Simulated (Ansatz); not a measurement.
Basis-set extrapolation for C$_{4}$H$_{6}$O (`C=C=C(C)O`) (PBE0-D4/def2-TZVP geometry, frozen core, Ansatz). Multiplicity 1, RHF reference.

```
                      def2-TZVPP   def2-QZVPP
                 HF  -229.852442  -229.862751
    MP2 correlation    -0.883532    -0.944198
CCSD(T) correlation    -0.957271      not run
```

Energies in hartree. Use E(X) = E(∞) + A·exp(−7.88·√X) for Hartree–Fock and E(X) = E(∞) + B·X^(−2.97) for correlation, with X = 3 and 4, and add CCSD(T) minus MP2 of the smaller set to the MP2 limit.

Problem. What is the CCSD(T) energy at the basis-set limit?

Solution. HF limit: -229.862751 + (-0.010309) × 0.13774 = -229.86417. MP2 limit: -0.944198 + (-0.060666) × 0.74074 = -0.98914. Higher-order term: -0.957271 − (-0.883532) = -0.07374. Total: -230.92705 hartree, 308.1 kJ/mol below CCSD(T)/def2-TZVPP.
